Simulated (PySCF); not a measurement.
CH2O. Atoms are numbered in the order given.

```xyz
4

C      0.0000     0.0000    -0.5246
O      0.0000     0.0000     0.6712
H      0.0000     0.9404    -1.1112
H      0.0000    -0.9404    -1.1112
```
Charge 0, spin multiplicity 1.

Coordinates come from a PBE0-D3(BJ)/def2-TZVPD optimisation.

Calculation: PySCF with B3LYP/pcSseg-2.

GIAO shieldings, no solvent; atoms alike by connectivity are averaged. δ = σ(ref) − σ: ¹³C against TMS (σ = 181.3 ppm); ¹⁷O against H2O (σ = 325.5 ppm); ¹H against TMS (σ = 31.68 ppm), references at their B3LYP-D3(BJ)/def2-TZVP geometries, non-relativistic.

Computed chemical shifts:
```json
[
 {"nucleus": "¹³C", "atoms": "C1", "count": "1", "δ (ppm)": "204.1"},
 {"nucleus": "¹⁷O", "atoms": "O2", "count": "1", "δ (ppm)": "772.5"},
 {"nucleus": "¹H", "atoms": "H3, H4", "count": "2", "δ (ppm)": "10.18"}
]
```
